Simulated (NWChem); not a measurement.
## Correlation energy of NO (+1)

```
N
O 1 1.0599
```
Charge +1, spin multiplicity 1.

The numbers come from NWChem runs, not from measurements. The geometry was optimised at PBE0/def2-SVP, a minimum by its harmonic frequencies.

Basis set: cc-pVTZ. Each correlation energy counts from its own Hartree-Fock reference.

The correlated methods keep 2 core orbitals frozen. The structure started from a generated list of species. Coupled-cluster values serve here as a point of comparison, not as the truth.

Q: For the correlation energy, CR-CCSD[T] gives -415.3 mHa and CR-CCSD(T) gives -414.0 mHa. What do RI-MP2, MP2, SCS-MP2 give?

A: RI-MP2: -404.6 mHa; MP2: -404.6 mHa; SCS-MP2: -395.1 mHa.
